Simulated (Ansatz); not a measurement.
Two shapes of singlet C4H8.

Shape 1:

```xyz
12

C     1.0564   -0.0449    0.1408
C    -0.0118    1.0691   -0.1877
C    -1.0312    0.0015    0.1235
C     0.0475   -1.0633   -0.1363
H     1.4665    0.0044    1.1058
H     1.9634    0.0117   -0.5305
H     0.0406    1.5023   -1.1688
H    -0.0148    1.8824    0.5819
H    -1.8797   -0.0134   -0.5788
H    -1.4337    0.0247    1.1600
H    -0.0454   -1.9036    0.5398
H     0.0467   -1.4666   -1.1400
```

Shape 2:

```xyz
12

C     1.0752    0.0000    0.1274
C     0.0000    1.0752   -0.1274
C    -1.0752    0.0000    0.1274
C     0.0000   -1.0752   -0.1274
H     1.4044    0.0000    1.1786
H     1.9711    0.0000   -0.5125
H     0.0000    1.4044   -1.1786
H     0.0000    1.9711    0.5125
H    -1.9711    0.0000   -0.5125
H    -1.4044    0.0000    1.1786
H     0.0000   -1.9711    0.5125
H     0.0000   -1.4044   -1.1786
```

Basis set: cc-pVDZ (spherical functions). Correlated methods keep 4 orbitals frozen. Charge 0, multiplicity 1.

Computed with Ansatz (development build ahead of 0.2.0); each method stands on the lowest determinant of its kind that the runs found.

**Question.** Which shape is lower in energy, and by how much in each method?

**Answer.**

```json
{"method": "RHF", "E(2) − E(1) (eV)": "-0.483"}
{"method": "RHF-MP2", "E(2) − E(1) (eV)": "-0.502"}
```

Shape 2 is lower.
